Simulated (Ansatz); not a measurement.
A calculation with Ansatz (development build ahead of 0.2.0).

```yaml
crystal:
  periodic: [false, false, false]
  atoms:
    - { symbol: B, position_ang: [0.0, 0.0, 0.0] }
    - { symbol: O, position_ang: [0.0, 0.0, 1.4] }
basis:
  gaussian: { orbitals: def2-SVP }
magnetization:
  spin_polarized: true
  initial_magnetization: 1
hamiltonian:
  xc: hf
correlation:
  method: mp2
  frozen_orbitals: { B: 1, O: 1 }
output:
  forces: true
```

The input is written out in the form of the current development build from the run's settings.

The run gave:

```json
{
 "Converged": "yes",
 "Reference energy": "-99.38278 hartree",
 "Correlation energy": "-0.25300 hartree",
 "Total energy": "-99.63578 hartree",
 "Spin squared of the determinant": "0.994",
 "Stability test": "minimum"
}
```

Forces (eV/Å):
| atom | Fx | Fy | Fz |
| --- | --- | --- | --- |
| B1 | 0.000 | 0.000 | 11.369 |
| O2 | 0.000 | 0.000 | -11.369 |

Caution: bonds are stretched, where a single reference can fail; the unrestricted determinant is spin contaminated; forces differ strongly between restricted and unrestricted references.
